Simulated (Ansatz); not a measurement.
Worked example: vertical energy of the triplet above the singlet of CHNS (isothiocyanic acid)

The species is CHNS (4 atoms), meant as a singlet with charge 0. As SMILES, `N=C=S`. Geometry: relaxed at PBE0-D4/def2-TZVP.

Both states at this one shape; open shells run unrestricted unless said. 1 Eh = 27.2114 eV.

```
    level  program  singlet CHNS (Eh)  triplet CHNS (Eh)
PBE0/pc-0   Ansatz        -490.916755        -490.754081
PBE0/pc-1   Ansatz        -491.368762        -491.210936
PBE0/pc-2   Ansatz        -491.448104        -491.294688
PBE0/pc-3   Ansatz        -491.457370        -491.306003
```

**Question.** Work out the vertical gap, second state less first, at each level.

**Answer.** 
1. PBE0/pc-0: -490.754081 − (-490.916755) = 0.162674 Eh = 4.43 eV.
2. PBE0/pc-1: -491.210936 − (-491.368762) = 0.157826 Eh = 4.29 eV.
3. PBE0/pc-2: -491.294688 − (-491.448104) = 0.153416 Eh = 4.17 eV.
4. PBE0/pc-3: -491.306003 − (-491.457370) = 0.151367 Eh = 4.12 eV.

No measured value is set beside it here; the levels span 4.12 to 4.43 eV.
